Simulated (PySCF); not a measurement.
Compound: C₂H₃ClS.
InChI=1S/C2H3ClS/c3-1-2-4/h2H,1H2

Method: MP2 and CCSD/aug-cc-pVDZ in PySCF, restricted Hartree–Fock reference, 12 core orbitals frozen, non-relativistic, gas phase, PBE0-D3(BJ)/def2-SVP geometry.

E(HF) = -934.50273 Eh.

Question: How large is the problem?

Answer: 127 basis functions and 48 electrons; 12 orbitals frozen, which leaves o = 12 correlated occupied and v = 103 virtual orbitals. That is o·v = 1236 singles and o·v(o·v + 1)/2 = 764466 distinct closed-shell doubles amplitudes before symmetry; the costliest CCSD step grows as o²v⁴ = 1.6 × 10^10.

Question: What are the MP2 and CCSD correlation energies?

Answer: MP2 -0.5682 Eh and CCSD -0.6101 Eh, which gives totals of -935.07096 and -935.11279 Eh. That is 0.692 eV for each correlated electron at CCSD (1602 kJ/mol in all, 0.065 % of the total energy); MP2 gives 93.1 % of the CCSD value.

Question: What is the T1 diagnostic?

Answer: 0.0148, below the customary warning level of 0.02. It is the norm of the spatial-orbital singles amplitudes over the root of the number of correlated electrons, so the norm is 0.073.

Question: How does correlation change the dipole moment?

Answer: HF gives 1.58 D and CCSD (unrelaxed density) 1.25 D, a change of -0.33 D; the two vectors are 13° apart.

Connected triples and the basis-set limit are missing.

Shape of the structure used: `[S:1]=[CH:2][CH2:3][Cl:4]`: S1–C2–C3–Cl4 137°.

One conformer stands for the species.
